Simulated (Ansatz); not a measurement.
Results of LDA (plane waves, PAW; Ansatz, a first-principles code) for litharge PbO.

Problem. Give the computed interlayer binding energy, layer repeat distance and gap between the layers.

Solution. 
- interlayer binding energy = 18.9 meV/Å²
- layer repeat distance = 4.892 Å
- gap between the layers = 2.536 Å

Spin–orbit coupling is not included; it can shift volumes and moduli of such heavy elements.

The result took around 120 core-seconds (rough).
